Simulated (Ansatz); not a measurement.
Species: BCl₃, SMILES `ClB(Cl)Cl` (charge 0, multiplicity 1).

Give a relaxed geometry from B3LYP-D3(BJ)/def2-TZVP (Ansatz, an electronic-structure program).

the end point of this relaxation (outside a Z-matrix the atoms follow the SMILES, hydrogens last).
Z-matrix (Å, degrees):
```
B
Cl 1 1.7451
Cl 1 1.7452 2 120.00
Cl 1 1.7452 2 120.00 3 -179.99
```
